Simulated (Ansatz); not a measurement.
**Diamond**

Computed with r²SCAN in Ansatz (plane waves, PAW).

Run with plane-wave cutoff 500 eV, 12×12×1 k mesh (along the axes of the cell as run), gaussian smearing 0.02 eV, scalar-relativistic PAW data made under PBE.

Cell: relaxed at this level.

```
Property                               Value
--------------------------------  ----------
surface energy of the (111) face  12.96 J/m²
```

The slab of 12 atoms is relaxed and unreconstructed.

The computed numbers hold no vibrational or temperature effects.

It cost very roughly 90 core-seconds of CPU time.

Ansatz is a program for electronic structure.
